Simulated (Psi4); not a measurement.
# BCl2 (SMILES Cl[B]Cl): UB3LYP/def2-TZVP

What is the vertical ionisation energy of BCl2 at UB3LYP/def2-TZVP? Input form: a Python script.

The calculation is run with Psi4 1.11.

2 further runs of the same task are left out: 2 set aside as unsound or not needed.

## Step 1: The structure to begin with

BCl2 has 3 atoms, charge 0, and is taken as a doublet. SMILES: `Cl[B]Cl`. The coordinates come from a PBE0-D4/def2-TZVP relaxation.

Bond lengths: Cl1–B2 1.720 Å, B2–Cl3 1.720 Å. Angles: Cl1–B2–Cl3 125.4°.

## Step 2: A single-point energy at UB3LYP/def2-TZVP

calc.py reads:

```python
import psi4

psi4.set_memory('1600 MB')
psi4.set_num_threads(1)
psi4.core.set_output_file('run.log', False)

mol = psi4.geometry("""
0 2
Cl
B 1 1.71951
Cl 2 1.719563 1 125.40165
units angstrom
symmetry c1
""")

psi4.set_options({
    'reference': 'uks',
    'puream': True,
    'e_convergence': 1e-09,
    'd_convergence': 1e-08,
    'scf_type': 'pk',
    'dft_radial_points': 99,
    'dft_spherical_points': 590,
    'maxiter': 100,
})

result, w = psi4.energy("b3lyp/def2-TZVP", return_wfn=True)
psi4.oeprop(w, "QUADRUPOLE", "MAYER_INDICES", "MULLIKEN_CHARGES")
print('E =', round(result, 9))
```

Command:

```
python calc.py
```

run.log:

```text
[...]
  Running in c1 symmetry.
[...]
  Nuclear repulsion =  102.359068775095409
[...]
  Multiplicity = 2
[...]
  Nalpha       = 20
  Nbeta        = 19
[...]
    Number of basis functions: 105
[...]
   @UKS iter   1:  -945.24831054560389   -7.01548e-02   4.18122e-03 DIIS/ADIIS
[...]
   @UKS iter  12:  -945.31813472974227   -1.13687e-12   5.87925e-09 DIIS
[...]
   @S^2 Observed:                7.525691894E-01
[...]
    Orbital Energies [Eh]
    ---------------------
    Alpha Occupied:
       1A   -101.553842     2A   -101.553834     3A     -9.487448
       4A     -9.487440     5A     -7.246683     6A     -7.246674
       7A     -7.242163     8A     -7.242155     9A     -7.240963
      10A     -7.240953    11A     -6.866496    12A     -0.888143
      13A     -0.857545    14A     -0.524989    15A     -0.453818
      16A     -0.403909    17A     -0.399429    18A     -0.355083
      19A     -0.345130    20A     -0.225049
    Alpha Virtual:
      21A     -0.076388    22A      0.050107    23A      0.062141
      24A      0.082539    25A      0.116480    26A      0.119676
[...]
  @UKS Final Energy:  -945.31813472974227
   => Energetics <=
    Nuclear Repulsion Energy =            102.3590687750954089
    One-Electron Energy =               -1507.2272113296000953
    Two-Electron Energy =                 508.3531384851683583
    DFT Exchange-Correlation Energy =     -48.8031306604059694
    Empirical Dispersion Energy =           0.0000000000000000
    VV10 Nonlocal Energy =                  0.0000000000000000
    Total Energy =                       -945.3181347297422690
[...]
 Multipole Moments:
 ------------------------------------------------------------------------------------
     Multipole            Electronic (a.u.)      Nuclear  (a.u.)        Total (a.u.)
 ------------------------------------------------------------------------------------
 L = 1.  Multiply by 2.5417464519 to convert [e a0] to [Debye]
 Dipole X            :         -0.2915358            0.4029300            0.1113942
 Dipole Y            :         -0.1503320            0.2079451            0.0576130
 Dipole Z            :          0.0000000            0.0000000            0.0000000
 Magnitude           :                                                    0.1254110
 L = 2.  Multiply by 1.3450342976 to convert [e a0^2] to [Debye ang]
 Quadrupole XX       :        -90.7697112           67.2823905          -23.4873207
 Quadrupole XY       :        111.0803241         -111.5908693           -0.5105452
[...]
  Mulliken Charges: (a.u.)
   Center  Symbol    Alpha    Beta     Spin     Total
       1    CL     8.56321  8.50115  0.06206 -0.06436
       2     B     2.87356  1.99768  0.87588  0.12876
       3    CL     8.56323  8.50117  0.06206 -0.06440
   Total alpha = 20.00000, Total beta = 19.00000, Total charge =  0.00000
  Mayer Bond Indices:
  Total Bond Index:
  Irrep: 1 Size: 3 x 3
[...]
```

Standard output:

```text
E = -945.31813473
```

Wall time 19 s (1 thread of Intel Xeon Platinum 8259CL at 2.50GHz (Skylake/Cascade Lake), shared host); peak memory 0.65 GiB.

## Step 3: The singlet cation: energy and forces at B3LYP/def2-TZVP

run.py reads:

```python
import psi4

psi4.set_memory('1600 MB')
psi4.set_num_threads(1)
psi4.set_output_file('bcl2.out', False)

geom = psi4.geometry("""
1 1
Cl     0.371500    -1.525600     0.030000
B     -0.463900    -0.050300    -0.256900
Cl     0.081500     1.511100     0.213700
symmetry c1
no_reorient
no_com
""")

psi4.set_options({
    'basis': 'def2-TZVP',
    'puream': True,
    'e_convergence': 1e-09,
    'd_convergence': 1e-08,
    'scf_type': 'pk',
    'dft_radial_points': 99,
    'dft_spherical_points': 590,
})

energy_value = psi4.gradient("b3lyp")
print('gradient / Eh bohr^-1')
print(energy_value.np.round(6))
```

Command:

```
python run.py
```

bcl2.out:

```text
[...]
  Running in c1 symmetry.
[...]
  Nuclear repulsion =  102.359078461763886
[...]
  Multiplicity = 1
[...]
  Nalpha       = 19
  Nbeta        = 19
[...]
    Number of basis functions: 105
[...]
   @RKS iter   1:  -944.96981481744490    2.08341e-01   3.21352e-03 DIIS/ADIIS
[...]
   @RKS iter  11:  -944.99519088526722    4.54747e-13   9.14479e-10 DIIS
[...]
    Orbital Energies [Eh]
    ---------------------
    Doubly Occupied:
       1A   -101.829660     2A   -101.829652     3A     -9.759064
       4A     -9.759056     5A     -7.519496     6A     -7.519488
       7A     -7.513015     8A     -7.513006     9A     -7.512438
      10A     -7.512429    11A     -7.199180    12A     -1.144019
      13A     -1.113046    14A     -0.776949    15A     -0.710302
      16A     -0.648843    17A     -0.647872    18A     -0.598877
      19A     -0.588151
[...]
  @RKS Final Energy:  -944.99519088526722
   => Energetics <=
    Nuclear Repulsion Energy =            102.3590784617638860
    One-Electron Energy =               -1496.8144887210214620
    Two-Electron Energy =                 497.9743221470696426
    DFT Exchange-Correlation Energy =     -48.5141027730792089
    Empirical Dispersion Energy =           0.0000000000000000
    VV10 Nonlocal Energy =                  0.0000000000000000
    Total Energy =                       -944.9951908852672204
[...]
 Multipole Moments:
 ------------------------------------------------------------------------------------
     Multipole            Electronic (a.u.)      Nuclear  (a.u.)        Total (a.u.)
 ------------------------------------------------------------------------------------
 L = 1.  Multiply by 2.5417464519 to convert [e a0] to [Debye]
 Dipole X            :        -10.4791759           10.1695611           -0.3096148
 Dipole Y            :          0.8813065           -0.9410836           -0.0597771
 Dipole Z            :         -5.5760035            5.4015932           -0.1744104
 Magnitude           :                                                    0.3603520
[...]
  -Total Gradient:
     Atom            X                  Y                   Z
    ------   -----------------  -----------------  -----------------
       1        0.043347323419    -0.023523377862     0.020837139909
       2       -0.081725210982    -0.005111115009    -0.044835740982
       3        0.038373233951     0.028634201321     0.023996047971
[...]
```

On the terminal:

```text
gradient / Eh bohr^-1
[[ 0.043347 -0.023523  0.020837]
 [-0.081725 -0.005111 -0.044836]
 [ 0.038373  0.028634  0.023996]]
```

Run time: 21 s. Hardware: 1 thread of Intel Xeon Platinum 8259CL at 2.50GHz (Skylake/Cascade Lake), shared host; peak memory 0.65 GiB.

## Step 4: Summary of results

Level: UB3LYP/def2-TZVP.

| quantity | value |
| --- | --- |
| doublet BCl2: total energy | -945.31813 Eh |
| doublet BCl2: dipole moment | 0.32 D |
| doublet BCl2: HOMO energy (highest over α and β) | -6.12 eV |
| doublet BCl2: LUMO energy (lowest over α and β) | -2.45 eV |
| doublet BCl2: ⟨S²⟩ | 0.753 |
| singlet cation: total energy | -944.99519 Eh |
| singlet cation: HOMO energy | -16.00 eV |
| singlet cation: LUMO energy | -11.25 eV |
| singlet cation: HOMO–LUMO gap | 4.76 eV |
| singlet cation: largest force on an atom | 4.801 eV/Å |
| vertical ionisation energy (to the singlet cation) | 8.788 eV |

In words: The vertical ionisation energy comes to 8.79 eV (203 kcal/mol). Only the singlet of the ionised species was computed; a triplet could lie lower.
